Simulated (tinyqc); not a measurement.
Inside a calculation (part 1 of 2). Method: UKS/PBE0 in the sto-6g basis, for H2O, spin multiplicity 3. Computed by tinyqc, a small Python program that keeps every step (integrals from PySCF). Settings: charge = 0, multiplicity = 3, basis = sto-6g, energy threshold = 1e-10, iteration cap = 72, orthogonalisation = canonical, start = core, DIIS depth = 6, method = UKS, functional = pbe0, grid = [15, 50]. Command: `OMP_NUM_THREADS=1 python tinyqc.py 20271 20272 out.jsonl` (the two numbers bound the seeds that draw the settings). One thread of a shared host (Intel(R) Xeon(R) Processor @ 2.60GHz), about 4 s of CPU time with the checks. Later iterations appear only in the table of the cycle.

## One-electron integrals

Geometry (angstrom):

| atom | x | y | z |
|---|---|---|---|
| O | 0.00000 | 0.00000 | 0.00000 |
| H | 0.00000 | 0.78600 | 0.76400 |
| H | 0.00000 | -0.78600 | 0.76400 |

Basis sto-6g: exponents (1/bohr^2) and contraction coefficients of normalised primitives:

| element | l (shell) | exponent | coefficient |
|---|---|---|---|
| O | s (1) | 1355.58423 | 0.00916 |
| O | s (1) | 248.54489 | 0.04936 |
| O | s (1) | 69.53390 | 0.16854 |
| O | s (1) | 23.88677 | 0.37056 |
| O | s (1) | 9.27593 | 0.41649 |
| O | s (1) | 3.82034 | 0.13033 |
| O | s (2) | 52.18776 | -0.01325 |
| O | s (2) | 10.32932 | -0.04699 |
| O | s (2) | 3.21034 | -0.03379 |
| O | s (2) | 1.23514 | 0.25024 |
| O | s (2) | 0.53642 | 0.59512 |
| O | s (2) | 0.24588 | 0.24071 |
| O | p (3) | 52.18776 | 0.00376 |
| O | p (3) | 10.32932 | 0.03768 |
| O | p (3) | 3.21034 | 0.17390 |
| O | p (3) | 1.23514 | 0.41804 |
| O | p (3) | 0.53642 | 0.42586 |
| O | p (3) | 0.24588 | 0.10171 |
| H | s (1) | 35.52322 | 0.00916 |
| H | s (1) | 6.51314 | 0.04936 |
| H | s (1) | 1.82214 | 0.16854 |
| H | s (1) | 0.62596 | 0.37056 |
| H | s (1) | 0.24308 | 0.41649 |
| H | s (1) | 0.10011 | 0.13033 |

Overlap, kinetic and nuclear-attraction integrals over the contracted functions; the nuclear repulsion is the sum of Za Zb / Rab.

nuclear repulsion = 8.0609541 hartree

overlap S, lower triangle:
```
          1O 1s    1O 2s   1O 2px    1O 2py   1O 2pz    2H 1s    3H 1s
1O 1s   1.00000
1O 2s   0.23114  1.00000
1O 2px  0.00000  0.00000  1.00000
1O 2py  0.00000  0.00000  0.00000   1.00000
1O 2pz  0.00000  0.00000  0.00000   0.00000  1.00000
2H 1s   0.04027  0.39063  0.00000   0.24493  0.23807  1.00000
3H 1s   0.04027  0.39063  0.00000  -0.24493  0.23807  0.23139  1.00000
```

kinetic energy T (hartree), lower triangle:
```
           1O 1s    1O 2s   1O 2px    1O 2py   1O 2pz    2H 1s    3H 1s
1O 1s   29.32720
1O 2s   -0.89602  0.84262
1O 2px   0.00000  0.00000  2.53131
1O 2py   0.00000  0.00000  0.00000   2.53131
1O 2pz   0.00000  0.00000  0.00000   0.00000  2.53131
2H 1s   -0.00579  0.07086  0.00000   0.13468  0.13091  0.76852
3H 1s   -0.00579  0.07086  0.00000  -0.13468  0.13091  0.00314  0.76852
```

nuclear attraction V (hartree), lower triangle:
```
            1O 1s     1O 2s    1O 2px    1O 2py    1O 2pz     2H 1s     3H 1s
1O 1s   -62.22386
1O 2s    -6.37446  -9.96040
1O 2px    0.00000   0.00000  -9.89924
1O 2py    0.00000   0.00000   0.00000  -9.99296
1O 2pz   -0.01746  -0.20163   0.00000   0.00000  -9.98779
2H 1s    -1.26953  -3.00987   0.00000  -1.66630  -1.68260  -5.35639
3H 1s    -1.26953  -3.00987   0.00000   1.66630  -1.68260  -1.33305  -5.35639
```

core Hamiltonian H = T + V (hartree), lower triangle:
```
            1O 1s     1O 2s    1O 2px    1O 2py    1O 2pz     2H 1s     3H 1s
1O 1s   -32.89666
1O 2s    -7.27049  -9.11778
1O 2px    0.00000   0.00000  -7.36793
1O 2py    0.00000   0.00000   0.00000  -7.46165
1O 2pz   -0.01746  -0.20163   0.00000   0.00000  -7.45648
2H 1s    -1.27532  -2.93901   0.00000  -1.53161  -1.55168  -4.58787
3H 1s    -1.27532  -2.93901   0.00000   1.53161  -1.55168  -1.32991  -4.58787
```

## Two-electron integrals

Functions are numbered as in S; the eight-fold symmetry (ij|kl) = (ji|kl) = (kl|ij) leaves the list below.

Two-electron integrals (ij|kl) in chemists' order, unique and non-zero (hartree):
```
(11|11) 4.78749    (21|11) 0.67588    (21|21) 0.12150    (22|11) 1.11738
(22|21) 0.24921    (22|22) 0.81738    (31|31) 0.02576    (32|31) 0.03914
(32|32) 0.18066    (33|11) 1.11738    (33|21) 0.24921    (33|22) 0.81738
(33|33) 0.88066    (41|41) 0.02576    (42|41) 0.03914    (42|42) 0.18066
(43|43) 0.04746    (44|11) 1.11738    (44|21) 0.24921    (44|22) 0.81738
(44|33) 0.78574    (44|44) 0.88066    (51|51) 0.02576    (52|51) 0.03914
(52|52) 0.18066    (53|53) 0.04746    (54|54) 0.04746    (55|11) 1.11738
(55|21) 0.24921    (55|22) 0.81738    (55|33) 0.78574    (55|44) 0.78574
(55|55) 0.88066    (61|11) 0.12539    (61|21) 0.02161    (61|22) 0.04339
(61|33) 0.04329    (61|41) 0.00076    (61|42) 0.00149    (61|44) 0.04344
(61|51) 0.00074    (61|52) 0.00145    (61|54) 0.00014    (61|55) 0.04343
(61|61) 0.00392    (62|11) 0.31607    (62|21) 0.07154    (62|22) 0.26121
(62|33) 0.25679    (62|41) 0.00412    (62|42) 0.03089    (62|44) 0.26360
(62|51) 0.00400    (62|52) 0.03003    (62|54) 0.00662    (62|55) 0.26323
(62|61) 0.01281    (62|62) 0.10558    (63|31) 0.00780    (63|32) 0.04439
(63|43) 0.00632    (63|53) 0.00614    (63|63) 0.01461    (64|11) 0.16754
(64|21) 0.03844    (64|22) 0.14969    (64|33) 0.14303    (64|41) 0.00971
(64|42) 0.06094    (64|44) 0.15944    (64|51) 0.00186    (64|52) 0.01608
(64|54) 0.00981    (64|55) 0.14660    (64|61) 0.00718    (64|62) 0.07355
(64|64) 0.06524    (65|11) 0.16285    (65|21) 0.03737    (65|22) 0.14550
(65|33) 0.13903    (65|41) 0.00186    (65|42) 0.01608    (65|44) 0.14270
(65|51) 0.00961    (65|52) 0.06002    (65|54) 0.00988    (65|55) 0.15477
(65|61) 0.00698    (65|62) 0.07149    (65|64) 0.04921    (65|65) 0.06244
(66|11) 0.47226    (66|21) 0.10887    (66|22) 0.45580    (66|33) 0.43800
(66|41) 0.00782    (66|42) 0.08114    (66|44) 0.46546    (66|51) 0.00761
(66|52) 0.07887    (66|54) 0.02669    (66|55) 0.46394    (66|61) 0.01967
(66|62) 0.23793    (66|64) 0.18898    (66|65) 0.18369    (66|66) 0.77500
(71|11) 0.12539    (71|21) 0.02161    (71|22) 0.04339    (71|33) 0.04329
(71|41) -0.00076   (71|42) -0.00149   (71|44) 0.04344    (71|51) 0.00074
(71|52) 0.00145    (71|54) -0.00014   (71|55) 0.04343    (71|61) 0.00387
(71|62) 0.01244    (71|64) 0.00637    (71|65) 0.00679    (71|66) 0.01893
(71|71) 0.00392    (72|11) 0.31607    (72|21) 0.07154    (72|22) 0.26121
(72|33) 0.25679    (72|41) -0.00412   (72|42) -0.03089   (72|44) 0.26360
(72|51) 0.00400    (72|52) 0.03003    (72|54) -0.00662   (72|55) 0.26323
(72|61) 0.01244    (72|62) 0.08701    (72|64) 0.04173    (72|65) 0.05746
(72|66) 0.16191    (72|71) 0.01281    (72|72) 0.10558    (73|31) 0.00780
(73|32) 0.04439    (73|43) -0.00632   (73|53) 0.00614    (73|63) 0.01171
(73|73) 0.01461    (74|11) -0.16754   (74|21) -0.03844   (74|22) -0.14969
(74|33) -0.14303   (74|41) 0.00971    (74|42) 0.06094    (74|44) -0.15944
(74|51) -0.00186   (74|52) -0.01608   (74|54) 0.00981    (74|55) -0.14660
(74|61) -0.00637   (74|62) -0.04173   (74|64) -0.00876   (74|65) -0.02696
(74|66) -0.06924   (74|71) -0.00718   (74|72) -0.07355   (74|74) 0.06524
(75|11) 0.16285    (75|21) 0.03737    (75|22) 0.14550    (75|33) 0.13903
(75|41) -0.00186   (75|42) -0.01608   (75|44) 0.14270    (75|51) 0.00961
(75|52) 0.06002    (75|54) -0.00988   (75|55) 0.15477    (75|61) 0.00679
(75|62) 0.05746    (75|64) 0.02696    (75|65) 0.04902    (75|66) 0.11708
(75|71) 0.00698    (75|72) 0.07149    (75|74) -0.04921   (75|75) 0.06244
(76|11) 0.12976    (76|21) 0.02973    (76|22) 0.11911    (76|33) 0.11600
(76|44) 0.11783    (76|51) 0.00251    (76|52) 0.02292    (76|55) 0.12349
(76|61) 0.00528    (76|62) 0.04973    (76|64) 0.02988    (76|65) 0.03785
(76|66) 0.12134    (76|71) 0.00528    (76|72) 0.04973    (76|74) -0.02988
(76|75) 0.03785    (76|76) 0.02986    (77|11) 0.47226    (77|21) 0.10887
(77|22) 0.45580    (77|33) 0.43800    (77|41) -0.00782   (77|42) -0.08114
(77|44) 0.46546    (77|51) 0.00761    (77|52) 0.07887    (77|54) -0.02669
(77|55) 0.46394    (77|61) 0.01893    (77|62) 0.16191    (77|64) 0.06924
(77|65) 0.11708    (77|66) 0.33140    (77|71) 0.01967    (77|72) 0.23793
(77|74) -0.18898   (77|75) 0.18369    (77|76) 0.12134    (77|77) 0.77500
```

## Orthogonalisation

S = U s U^T; canonical form X = U s^(-1/2), so that X^T S X = 1. Each column of U has its largest component positive (the first on a tie).

eigenvalues of S: 0.43312  0.51912  0.87914  1.00000  1.10913  1.24949  1.80999

X:
```
               1         2         3        4         5         6        7
1O 1s   -0.32730   0.00000   0.73573  0.00000   0.62447   0.00000  0.15803
1O 2s    1.02910   0.00000  -0.32646  0.00000   0.34253   0.00000  0.41881
1O 2px   0.00000   0.00000   0.00000  1.00000   0.00000   0.00000  0.00000
1O 2py   0.00000   0.81119   0.00000  0.00000   0.00000   0.72590  0.00000
1O 2pz   0.54585   0.00000   0.65857  0.00000  -0.59735   0.00000  0.22776
2H 1s   -0.64987  -0.79634  -0.16717  0.00000  -0.13691   0.36972  0.38745
3H 1s   -0.64987   0.79634  -0.16717  0.00000  -0.13691  -0.36972  0.38745
```

## Starting guess

The start is the orbitals of the core Hamiltonian; D(s) = C_occ C_occ^T for each spin.

D(alpha) at the start, lower triangle:
```
           1O 1s     1O 2s   1O 2px    1O 2py    1O 2pz    2H 1s    3H 1s
1O 1s    1.06336
1O 2s   -0.29692   1.45836
1O 2px   0.00000   0.00000  1.00000
1O 2py   0.00000   0.00000  0.00000   1.10860
1O 2pz  -0.03116   0.23752  0.00000   0.00000   1.14037
2H 1s    0.06544  -0.49884  0.00000  -0.13768  -0.29480  0.63625
3H 1s    0.06544  -0.49884  0.00000   0.13768  -0.29480  0.60205  0.63625
```

D(beta) at the start, lower triangle:
```
           1O 1s     1O 2s   1O 2px    1O 2py    1O 2pz    2H 1s    3H 1s
1O 1s    1.06175
1O 2s   -0.27873   1.25343
1O 2px   0.00000   0.00000  0.00000
1O 2py   0.00000   0.00000  0.00000   1.10860
1O 2pz  -0.02157   0.12952  0.00000   0.00000   1.08345
2H 1s    0.03451  -0.15038  0.00000  -0.13768  -0.11115  0.04368
3H 1s    0.03451  -0.15038  0.00000   0.13768  -0.11115  0.00949  0.04368
```

## Iteration 1: exchange-correlation on the grid

Becke grid with 15 radial and 50 angular points per atom, points of zero weight dropped. rho = sum D_ij phi_i phi_j; V_xc,ij = sum w v_xc phi_i phi_j plus the gradient terms; v_xc is d(rho eps)/d rho(s) for spin s at fixed gradient. Exact exchange is left to K.

The 12 grid points with the largest w rho, of 2228 (bohr, atomic units):

| x | y | z | w | rho(alpha) | rho(beta) | eps_xc | v_xc(alpha) |
|---|---|---|---|---|---|---|---|
| 0.00000 | -0.63640 | -0.63640 | 0.08294 | 0.35999 | 0.35996 | -0.56458 | -0.73052 |
| 0.00000 | 0.63640 | -0.63640 | 0.08294 | 0.35999 | 0.35996 | -0.56458 | -0.73052 |
| 0.00000 | 0.92996 | -0.92996 | 0.23175 | 0.11881 | 0.11869 | -0.40982 | -0.49506 |
| 0.00000 | -0.92996 | -0.92996 | 0.23175 | 0.11881 | 0.11869 | -0.40982 | -0.49506 |
| 0.00000 | 0.63640 | 0.63640 | 0.07287 | 0.36926 | 0.36748 | -0.56981 | -0.73070 |
| 0.00000 | -0.63640 | 0.63640 | 0.07287 | 0.36926 | 0.36748 | -0.56981 | -0.73070 |
| -0.27136 | -0.27136 | 0.81408 | 0.07093 | 0.38470 | 0.35505 | -0.57044 | -0.74026 |
| -0.27136 | 0.27136 | 0.81408 | 0.07093 | 0.38470 | 0.35505 | -0.57044 | -0.74026 |
| 0.27136 | 0.27136 | 0.81408 | 0.07093 | 0.38470 | 0.35505 | -0.57044 | -0.74026 |
| 0.27136 | -0.27136 | 0.81408 | 0.07093 | 0.38470 | 0.35505 | -0.57044 | -0.74026 |
| 0.27136 | 0.81408 | -0.27136 | 0.07382 | 0.36719 | 0.34325 | -0.56274 | -0.73308 |
| 0.27136 | -0.81408 | -0.27136 | 0.07382 | 0.36719 | 0.34325 | -0.56274 | -0.73308 |

electrons on the grid, sum of w rho = 9.99600

E_xc = sum of w rho eps_xc = -7.4596046 hartree

V_xc(alpha) (hartree), lower triangle:
```
           1O 1s     1O 2s    1O 2px    1O 2py    1O 2pz     2H 1s     3H 1s
1O 1s   -2.34320
1O 2s   -0.29202  -0.64435
1O 2px   0.00000   0.00000  -0.64099
1O 2py   0.00000   0.00000   0.00000  -0.64581
1O 2pz  -0.00155  -0.00670   0.00000   0.00000  -0.64613
2H 1s   -0.05613  -0.19368   0.00000  -0.10902  -0.10887  -0.35693
3H 1s   -0.05613  -0.19368   0.00000   0.10902  -0.10887  -0.08232  -0.35693
```

V_xc(beta) (hartree), lower triangle:
```
           1O 1s     1O 2s    1O 2px    1O 2py    1O 2pz     2H 1s     3H 1s
1O 1s   -2.32971
1O 2s   -0.28257  -0.59431
1O 2px   0.00000   0.00000  -0.54052
1O 2py   0.00000   0.00000   0.00000  -0.62143
1O 2pz  -0.00117  -0.00242   0.00000   0.00000  -0.62090
2H 1s   -0.05468  -0.17068   0.00000  -0.09342  -0.09151  -0.22505
3H 1s   -0.05468  -0.17068   0.00000   0.09342  -0.09151  -0.06472  -0.22505
```

## Iteration 1: building the Kohn-Sham matrix

J_ij = sum D_kl (ij|kl) with D = D(alpha) + D(beta), K_ij = sum D_kl (ik|jl) for each spin; F = H + J - 0.25 K(s) + V_xc; E = tr D H + tr D J / 2 - 0.125 sum_s tr D(s) K(s) + E_xc + E_nn.

Coulomb J (hartree), lower triangle:
```
           1O 1s    1O 2s   1O 2px    1O 2py   1O 2pz    2H 1s    3H 1s
1O 1s   18.08686
1O 2s    3.23248  8.45499
1O 2px   0.00000  0.00000  8.37900
1O 2py   0.00000  0.00000  0.00000   8.49248
1O 2pz   0.01167  0.07120  0.00000   0.00000  8.49347
2H 1s    0.57924  2.66540  0.00000   1.51441  1.49393  4.67594
3H 1s    0.57924  2.66540  0.00000  -1.51441  1.49393  1.21311  4.67594
```

exchange K(alpha) (hartree), lower triangle:
```
          1O 1s    1O 2s   1O 2px    1O 2py   1O 2pz    2H 1s    3H 1s
1O 1s   4.94842
1O 2s   0.79754  1.44444
1O 2px  0.00000  0.00000  1.19045
1O 2py  0.00000  0.00000  0.00000   1.19956
1O 2pz  0.00079  0.02168  0.00000   0.00000  1.20526
2H 1s   0.15204  0.44540  0.00000   0.19314  0.21950  0.54224
3H 1s   0.15204  0.44540  0.00000  -0.19314  0.21950  0.29180  0.54224
```

exchange K(beta) (hartree), lower triangle:
```
          1O 1s    1O 2s   1O 2px    1O 2py   1O 2pz    2H 1s    3H 1s
1O 1s   4.91907
1O 2s   0.75783  1.24391
1O 2px  0.00000  0.00000  0.30568
1O 2py  0.00000  0.00000  0.00000   1.13776
1O 2pz  0.00070  0.00234  0.00000   0.00000  1.13610
2H 1s   0.14556  0.33642  0.00000   0.15472  0.14904  0.14717
3H 1s   0.14556  0.33642  0.00000  -0.15472  0.14904  0.09268  0.14717
```

F(alpha) (hartree), lower triangle:
```
            1O 1s     1O 2s   1O 2px    1O 2py    1O 2pz     2H 1s     3H 1s
1O 1s   -18.39010
1O 2s    -4.52941  -1.66826
1O 2px    0.00000   0.00000  0.07247
1O 2py    0.00000   0.00000  0.00000   0.08513
1O 2pz   -0.00754  -0.14255  0.00000   0.00000   0.08955
2H 1s    -0.79022  -0.57864  0.00000  -0.17450  -0.22150  -0.40442
3H 1s    -0.79022  -0.57864  0.00000   0.17450  -0.22150  -0.27207  -0.40442
```

F(beta) (hartree), lower triangle:
```
            1O 1s     1O 2s   1O 2px    1O 2py    1O 2pz     2H 1s     3H 1s
1O 1s   -18.36928
1O 2s    -4.51003  -1.56809
1O 2px    0.00000   0.00000  0.39413
1O 2py    0.00000   0.00000  0.00000   0.12496
1O 2pz   -0.00713  -0.13343  0.00000   0.00000   0.13207
2H 1s    -0.78715  -0.52839  0.00000  -0.14930  -0.18652  -0.17378
3H 1s    -0.78715  -0.52839  0.00000   0.14930  -0.18652  -0.20469  -0.17378
```

total energy of this density = -74.8095969 hartree

## Iteration 1: diagonalisation and new density

Diagonalise F' = X^T F X, C = X C', fill 6 alpha and 4 beta electrons from the bottom; D(s) = C_occ C_occ^T. Each column has its largest component positive (the first on a tie).

F' = X^T F X (alpha) (hartree), lower triangle:
```
          1        2         3        4         5         6         7
1  -0.19785
2   0.00000  0.33907
3   1.74084  0.00000  -7.54147
4   0.00000  0.00000   0.00000  0.07247
5   1.52737  0.00000  -8.27223  0.00000  -8.92809
6   0.00000  0.22514   0.00000  0.00000   0.00000  -0.17866
7   0.59031  0.00000  -3.27932  0.00000  -3.71931   0.00000  -2.22498
```

orbital energies (alpha) (hartree): MO1 -18.39524, MO2 -0.71949, MO3 -0.26287, MO4 -0.11775, MO5 0.07247, MO6 0.34007, MO7 0.42327

coefficients C (alpha):
```
             MO1       MO2       MO3       MO4      MO5       MO6       MO7
1O 1s    0.99561  -0.19033   0.00000  -0.17754  0.00000  -0.06618   0.00000
1O 2s    0.01984   0.66803   0.00000   0.90043  0.00000   0.44825   0.00000
1O 2px   0.00000   0.00000   0.00000   0.00000  1.00000   0.00000   0.00000
1O 2py   0.00000   0.00000   0.39572   0.00000  0.00000   0.00000   1.01409
1O 2pz   0.00244   0.15241   0.00000  -0.34644  0.00000   0.99855   0.00000
2H 1s   -0.00418   0.29387   0.62527  -0.51388  0.00000  -0.51836  -0.61635
3H 1s   -0.00418   0.29387  -0.62527  -0.51388  0.00000  -0.51836   0.61635
```

F' = X^T F X (beta) (hartree), lower triangle:
```
          1        2         3        4         5         6         7
1  -0.00951
2   0.00000  0.50721
3   1.76869  0.00000  -7.50321
4   0.00000  0.00000   0.00000  0.39413
5   1.58737  0.00000  -8.27403  0.00000  -8.87665
6   0.00000  0.13843   0.00000  0.00000   0.00000  -0.08598
7   0.50808  0.00000  -3.31887  0.00000  -3.74516   0.00000  -2.06515
```

orbital energies (beta) (hartree): MO1 -18.37386, MO2 -0.58710, MO3 -0.11669, MO4 0.02924, MO5 0.39413, MO6 0.47720, MO7 0.53793

coefficients C (beta):
```
             MO1       MO2       MO3       MO4      MO5       MO6       MO7
1O 1s    0.99587  -0.20668   0.00000  -0.14296  0.00000  -0.09196   0.00000
1O 2s    0.01869   0.76115   0.00000   0.72287  0.00000   0.59675   0.00000
1O 2px   0.00000   0.00000   0.00000   0.00000  1.00000   0.00000   0.00000
1O 2py   0.00000   0.00000   0.53295   0.00000  0.00000   0.00000   0.94917
1O 2pz   0.00228   0.16850   0.00000  -0.57736  0.00000   0.88240   0.00000
2H 1s   -0.00390   0.22557   0.53344  -0.40006  0.00000  -0.63891  -0.69734
3H 1s   -0.00390   0.22557  -0.53344  -0.40006  0.00000  -0.63891   0.69734
```

D(alpha) after iteration 1, lower triangle:
```
           1O 1s     1O 2s   1O 2px    1O 2py    1O 2pz    2H 1s    3H 1s
1O 1s    1.06336
1O 2s   -0.29692   1.45836
1O 2px   0.00000   0.00000  1.00000
1O 2py   0.00000   0.00000  0.00000   0.15660
1O 2pz  -0.03116   0.23752  0.00000   0.00000   1.14037
2H 1s    0.06544  -0.49884  0.00000   0.24743  -0.29480  1.01011
3H 1s    0.06544  -0.49884  0.00000  -0.24743  -0.29480  0.22819  1.01011
```

D(beta) after iteration 1, lower triangle:
```
           1O 1s     1O 2s   1O 2px    1O 2py   1O 2pz     2H 1s    3H 1s
1O 1s    1.05490
1O 2s   -0.24204   1.10224
1O 2px   0.00000   0.00000  0.00000
1O 2py   0.00000   0.00000  0.00000   0.28404
1O 2pz   0.04998  -0.28906  0.00000   0.00000  0.36174
2H 1s    0.00669  -0.11757  0.00000   0.28430  0.26897   0.49550
3H 1s    0.00669  -0.11757  0.00000  -0.28430  0.26897  -0.07362  0.49550
```
